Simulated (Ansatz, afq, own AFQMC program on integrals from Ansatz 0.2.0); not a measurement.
Si₂H₇, doublet in cc-pVDZ, levels against CCSDT(Q)

```xyz
9

Si   -1.6428    0.0000    0.0000
H    -2.1376    1.3997    0.0000
H    -2.1376   -0.6999    1.2122
H    -2.1376   -0.6999   -1.2122
H    -0.1581    0.0000    0.0000
Si    1.6522    0.0000    0.0000
H     2.1022   -1.4163    0.0000
H     2.1022    0.7081   -1.2265
H     2.1022    0.7081    1.2265
```

Basis cc-pVDZ. Noble-gas cores (and the filled d shells of Ga–Kr and In–Xe) are frozen. Ansatz 0.2.0 and our own AFQMC program on the same integrals; the CISD trial comes from CCSD amplitudes, and released means the phaseless constraint is let go. Uncertainties: one standard error, sampling alone.

Determinant: UHF, the one that the program's search chose, which needn't be the lowest solution. The geometry is a point of a scan.

No full CI on the walks' own integrals is used here; CCSDT(Q) serves as the reference and is uncertain by about the last step of the cluster series.

```
T1 diagnostic                               : 0.0129
weight of the determinant in the CISD state : 0.855
⟨S²⟩ of the determinant                     : 0.763
size of the correlated space                : 15 electrons in 61 orbitals
```

```
  level  correlation energy (eV)
    MP2                  -6.0954
   CCSD                  -7.6519
CCSD(T)                  -7.8138
```

Q: Estimate where phaseless AFQMC with a CISD trial lies against CCSD(T) on the same integrals.

A: 3.6 ± 0.3 kJ/mol below CCSD(T).

Reference: CCSDT(Q), correlation energy -7.855 eV. The released energy is read at 1.50 1/Eh (meV from the phaseless value at times in 1/Eh: -5.2 ± 2.4 at 0.24, -4.4 ± 1.8 at 0.51, -7 ± 3 at 0.99, -10 ± 3 at 1.50).

```csv
level,E − E(reference) (kJ/mol),share of correlation (%)
CCSD(T),4.0,99.47
CCSDT,0.5,99.94
ph-AFQMC/CISD,0.4 ± 0.3,99.95
released AFQMC,-0.6 ± 0.3,100.07
```

A walk keeps the symmetry of its determinant, which the program's search chose and which needn't be the lowest solution, so a lower state of the same spin and another symmetry isn't excluded. Released energies are given only where the last usable release times agree within the noise; a slower fall can still hide under it.
